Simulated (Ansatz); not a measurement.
# SiAsH3 (H-bridged), triplet in cc-pVTZ: errors against UCCSDT(Q)

Geometry: that of the SiAsH3 (H-bridged), singlet, kept fixed. The singlet lies 1.3 eV lower here.

```xyz
5

Si   -0.0418    0.0000    1.5269
As   -0.0034    0.0000   -0.6438
H     1.2924    0.0000    0.4670
H     0.0615    1.1927    2.4197
H     0.0615   -1.1927    2.4197
```

Basis cc-pVTZ; Ansatz 0.2.0. Correlated methods freeze the noble-gas cores and the filled d shells of p-block atoms, which leaves 12 electrons in 100 orbitals. R marks a restricted (for open shells ROHF) determinant, U an unrestricted one. Active spaces: valence = (12e, 11o) chosen from the atoms' valence shells. No spin–orbit coupling is included, and no scalar relativity.

Full CI isn't at hand for all of this; UCCSDT(Q) serves as the reference, and is uncertain by about the last step of the cluster series. The frozen core follows each run's orbitals, which can shift R against U totals by a few meV for light atoms and by up to 0.1 eV past Ca.

* UHF ⟨S²⟩: 2.057
* T1 diagnostic (RCCSD): 0.0298
* largest doubles amplitude (RCCSD): 0.037
* T1 diagnostic (UCCSD): 0.0225

```csv
level,E − E(UCCSDT(Q)) (kcal/mol),wall time
UHF,182.33,–
UMP2,33.62,–
UCCSD,9.26,–
UCCSD(T),1.47,24 s (H100)
UCCSDT,0.44,–
```

Run but not shown, since their state, orbitals or frozen core can't be matched to the reference's or they repeat it: RHF, RMP2, RCCSD, RCCSD(T), BCCD(T), RCCSDT, RCCSDT(Q), CASSCF (valence space), NEVPT2 (valence space).

Times hold each run's SCF and search for its determinant on a shared host, so for small cases they say little of a method's own cost. Some runs computed forces too.

Natural occupations of CASSCF (valence space) about the gap: 1.979 1.971 1.970 1.957 1.001 0.999 0.049 0.041 0.023 0.018; effectively unpaired electrons, Σ n²(2−n)², 2.03.
